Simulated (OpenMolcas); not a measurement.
**One shape, several levels: SiH4 (silane)**

Aim: a comparison of 6 runs (HF/STO-3G, M06-2X/STO-3G, PBE0/STO-3G, UB3LYP/STO-3G, MP2/STO-3G, CCSD(T)/STO-3G) of SiH4 (silane). 

Program for the calculation: OpenMolcas 26.06.

**1. The structure to begin with**

The species is SiH4 (5 atoms), meant as a singlet with charge 0. As SMILES, `[SiH4]`. The Si1–H3 distance was set to 3.712 Å, away from the relaxed value. At this shape a bond of the SMILES string is far longer than usual.

Bond lengths: Si1–H2 1.485 Å, Si1–H4 1.485 Å, Si1–H5 1.485 Å. Angles: H2–Si1–H4 109.5°, H2–Si1–H5 109.5°, H4–Si1–H5 109.5°.

**2. A single-point energy at HF/STO-3G (run 1)**

calc.input reads:

```
* H4Si Hartree-Fock

&GATEWAY
  BasLib=$CurrDir
  BasisSet
  Si.STO-3G....
  Si1 1.996495 -0.067350 -0.984247 angstrom
  End of Basis
  BasisSet
  H.STO-3G....
  H2 2.964095 -0.755750 -0.093247 angstrom
  H3 -1.331000 0.044900 0.656000 angstrom
  H4 1.891395 -0.807650 -2.266747 angstrom
  H5 2.464995 1.316450 -1.248347 angstrom
  End of Basis

&SEWARD

&SCF
  Thresholds=1e-10 1e-07 1e-07 1e-05
  PrOrbitals=1 1
```

The basis set STO-3G is read from a file made from the Basis Set Exchange's data (not shown).

Run with:

```console
$ export MOLCAS_MEM=1860
$ pymolcas calc.input > calc.log
```

Standard output:

```text
--- Start Module: gateway ---
[...]
--- Stop Module: gateway /rc=_RC_ALL_IS_WELL_ ---
--- Start Module: seward ---
[...]
      Basis functions           13
--- Stop Module: seward /rc=_RC_ALL_IS_WELL_ ---
--- Start Module: scf ---
[...]
       Convergence after  11 Iterations
[...]
::    Total SCF energy                               -287.5310531584
[...]
      Total spin, S                                     0.0000000000
[...]
      Total electronic charge=   18.000000
      Total            charge=   -0.000000
[...]
      Dipole Moment (debye):
      Origin of the operator (angstrom)=    1.9336   -0.0652   -0.9532
                   X=  2.0150E+00               Y= -6.7995E-02               Z= -9.9367E-01           Total=  2.2477E+00
      Quadrupole Moment (debye*angstrom):
[...]
--- Stop Module: scf /rc=_RC_ALL_IS_WELL_ ---
[...]
```

It took 1.6 s on 1 thread of Arm Neoverse V1, shared host; peak memory 0.37 GiB.

**3. A single-point energy at M06-2X/STO-3G (run 2)**

Edit calc.input of step 2 so:

```diff
@@ -1,5 +1,4 @@
-* H4Si Hartree-Fock
-
 &GATEWAY
-  BasLib=$CurrDir
+  BasLib
+  $CurrDir
   BasisSet
@@ -17,5 +16,12 @@
 &SEWARD
+  GridInput
+  Grid=UltraFine
+  End of Grid
 
 &SCF
-  Thresholds=1e-10 1e-07 1e-07 1e-05
-  PrOrbitals=1 1
+  KSDFT
+  M062X
+  Thresholds
+  1e-10 1e-07 1e-07 1e-05
+  PrOrbitals
+  1 1
```

The basis set STO-3G is read from a file made from the Basis Set Exchange's data (not shown).

Run with:

```console
$ export MOLCAS_MEM=1860
$ pymolcas calc.input > calc.log
```

Standard output:

```text
--- Start Module: gateway ---
[...]
--- Stop Module: gateway /rc=_RC_ALL_IS_WELL_ ---
--- Start Module: seward ---
[...]
      Basis functions           13
--- Stop Module: seward /rc=_RC_ALL_IS_WELL_ ---
--- Start Module: scf ---
[...]
       Convergence after  16 Iterations
[...]
::    Total KS-DFT energy                            -287.8255716516
[...]
      Total spin, S                                     0.0000000000
[...]
      Total electronic charge=   18.000000
      Total            charge=   -0.000000
[...]
      Dipole Moment (debye):
      Origin of the operator (angstrom)=    1.9336   -0.0652   -0.9532
                   X=  1.3462E+01               Y= -4.5434E-01               Z= -6.6371E+00           Total=  1.5016E+01
      Quadrupole Moment (debye*angstrom):
[...]
--- Stop Module: scf /rc=_RC_ALL_IS_WELL_ ---
[...]
```

Wall time 6 s (1 thread of Arm Neoverse V1, shared host); peak memory 0.37 GiB.

Runs 3 to 4 aren't shown in full; the table further down has their settings and results.

**4. The energy at MP2/STO-3G (run 5)**

calc.inp reads:

```
* H4Si MP2

&GATEWAY
  BASLIB
  $CurrDir
  BASISSET
  Si.STO-3G....
  Si1 1.996495 -0.067350 -0.984247 angstrom
  End of Basis
  BASISSET
  H.STO-3G....
  H2 2.964095 -0.755750 -0.093247 angstrom
  H3 -1.331000 0.044900 0.656000 angstrom
  H4 1.891395 -0.807650 -2.266747 angstrom
  H5 2.464995 1.316450 -1.248347 angstrom
  End of Basis

&SEWARD

&SCF
  THRESHOLDS
  1e-10 1e-07 1e-07 1e-05
  PRORBITALS
  1 1

&MBPT2
  FROZEN
  5
```

The basis set STO-3G is read from a file made from the Basis Set Exchange's data (not shown).

Run with:

```console
$ export MOLCAS_MEM=1860
$ pymolcas calc.inp > calc.log
```

Standard output:

```text
--- Start Module: gateway ---
[...]
--- Stop Module: gateway /rc=_RC_ALL_IS_WELL_ ---
[...]
      Basis functions           13
[...]
--- Start Module: scf ---
[...]
       Convergence after  11 Iterations
[...]
::    Total SCF energy                               -287.5310531584
[...]
      Total spin, S                                     0.0000000000
[...]
      Total electronic charge=   18.000000
      Total            charge=   -0.000000
[...]
      Dipole Moment (debye):
      Origin of the operator (angstrom)=    1.9336   -0.0652   -0.9532
                   X=  2.0150E+00               Y= -6.7995E-02               Z= -9.9367E-01           Total=  2.2477E+00
      Quadrupole Moment (debye*angstrom):
[...]
--- Stop Module: scf /rc=_RC_ALL_IS_WELL_ ---
--- Start Module: mbpt2 ---
[...]
WARNING!
Default frozen orbitals as non valence orbitals is overwritten by user input.
Default values:   2
[...]
       Reference weight ( Cref**2 )         =        0.70744
::    Total MBPT2 energy                             -287.7161607593
[...]
      Total MBPT2 calculations                           0.02      0.03
--- Stop Module: mbpt2 /rc=_RC_ALL_IS_WELL_ ---
[...]
```

It took 1.6 s on 1 thread of Arm Neoverse V1, shared host; peak memory 0.37 GiB.

**5. The energy at CCSD(T)/STO-3G (run 6)**

Edit calc.input of step 3 so:

```diff
@@ -1 +1,3 @@
+* H4Si CCSD(T)
+
 &GATEWAY
@@ -16,9 +18,4 @@
 &SEWARD
-  GridInput
-  Grid=UltraFine
-  End of Grid
 
 &SCF
-  KSDFT
-  M062X
   Thresholds
@@ -27 +24,33 @@
   1 1
+
+&RASSCF
+  FileOrb
+  $Project.ScfOrb
+  Spin
+  1
+  Nactel
+  0 0 0
+  Inactive
+  9
+  Ras2
+  0
+  OutOrbitals
+  Canonical
+  OrbListing
+  Nothing
+
+&MOTRA
+  JobIph
+  Frozen
+  5
+
+&CCSDT
+  CCT
+  Triples
+  2
+  Iterations
+  80
+  Accuracy
+  1e-08
+  Extrapolation
+  5 4
```

The basis set STO-3G is read from a file made from the Basis Set Exchange's data (not shown).

Run with:

```console
$ export MOLCAS_MEM=1860
$ pymolcas calc.input > calc.log
```

Standard output:

```text
--- Start Module: gateway ---
[...]
--- Stop Module: gateway /rc=_RC_ALL_IS_WELL_ ---
[...]
      Basis functions           13
[...]
       Convergence after  11 Iterations
[...]
::    Total SCF energy                               -287.5310531584
[...]
      Total spin, S                                     0.0000000000
[...]
      Number of active orbitals                  0
[...]
      Spin quantum number                      0.0
[...]
      Active orbitals                            0
[...]
      Number of CSFs                             1
[...]
      Number of root(s) required                 1
[...]
      Convergence after  4 iterations
[...]
      Natural orbitals and occupation numbers for root  1
      ************************************************************************************************************************
      *                                                    Final results                                                     *
      ************************************************************************************************************************
[...]
::    RASSCF root number  1 Total energy:   -287.53105316
[...]
      Total electronic charge=   18.000000
      Total            charge=   -0.000000
[...]
      Dipole Moment (debye):
      Origin of the operator (angstrom)=    1.9336   -0.0652   -0.9532
                   X=  2.0150E+00               Y= -6.7995E-02               Z= -9.9367E-01           Total=  2.2477E+00
      Quadrupole Moment (debye*angstrom):
[...]
--- Start Module: motra ---
[...]
      *** WARNING: Default frozen orbitals is overwritten by user input.
      *** Default values:   2
[...]
--- Stop Module: motra /rc=_RC_ALL_IS_WELL_ ---
--- Start Module: ccsdt ---
[...]
      Convergence after                    18  Iterations
      Total energy (diff) :    -287.78915727      -0.00000000
[...]
 METHOD                       : CCSD+T(CCSD)+<T3(1)WT1> = CCSD(T)
[...]
       CCSD     =      -287.7891572677581
[...]
--- Stop Module: ccsdt /rc=_RC_ALL_IS_WELL_ ---
[...]
```

Wall time 2.1 s (1 thread of Arm Neoverse V1, shared host); peak memory 0.37 GiB.

**6. Overview of the runs**

| run | level | integration grid | scramble | energy (Eh) | dipole moment (D) of the reference | HOMO energy (eV) | LUMO energy (eV) | wall time |
| --- | --- | --- | --- | --- | --- | --- | --- | --- |
| 1 | HF/STO-3G | – | – | -287.531053 | 2.25 | -3.37 | 1.58 | 1.6 s |
| 2 | M06-2X/STO-3G | UltraFine | – | -287.825572 | 15.02 | -3.63 | 2.96 | 6 s |
| 3 | PBE0/STO-3G | UltraFine | – | -288.098775 | 1.43 | -2.65 | -1.06 | 5.7 s |
| 4 | UB3LYP/STO-3G | UltraFine | 0.25 | -288.321679 | 0.50 | -3.24 | 0.85 | 22 s |
| 5 | MP2/STO-3G | – | – | -287.716161 | 2.25 | -3.37 | 1.58 | 1.6 s |
| 6 | CCSD(T)/STO-3G | – | – | -287.796454 | 2.25 | -3.37 | 1.58 | 2.1 s |

**7. Outcome**

| quantity | value |
| --- | --- |
| run 6: total energy | -287.79645 Eh |
| run 6: dipole moment (mean-field density) | 2.25 D |
| run 6: HOMO energy (Hartree–Fock orbitals) | -3.37 eV |
| run 6: LUMO energy (Hartree–Fock orbitals) | 1.58 eV |
| run 6: HOMO–LUMO gap (Hartree–Fock orbitals) | 4.95 eV |
| run 6: correlation energy (5 core orbitals frozen) | -265.4 mEh |
| run 6: (T) correction | -7.30 mEh |

What this shows: Below the HF energy at the same shape and in the same basis (STO-3G): MP2 -185.1 mEh; CCSD(T) -265.4 mEh. Over runs 1, 2, 3, 4 the dipole moment (its size) runs from 0.50 D (UB3LYP/STO-3G) to 15.02 D (M06-2X/STO-3G). The two dipoles point in opposite directions. So wide a spread suggests that the runs ended on unlike SCF solutions, not only an effect of the method. Over runs 1, 2, 3, 4 the HOMO–LUMO gap runs from 1.60 eV (PBE0/STO-3G) to 6.59 eV (M06-2X/STO-3G). Totals of different functionals can't be ranked against each other. In runs 1, 2, 3, 4, 5, 6 the basis is minimal, so the values are rough. In runs 1, 2, 3, 5, 6 a closed-shell determinant meets a far-stretched bond, which it describes badly. Spin contamination of the reference: run 4 ⟨S²⟩ = 0.99. Where it is this large, the reference is a mixture of spin states, and values that rest on it are in doubt. All runs together took 39 s, the longest 22 s.
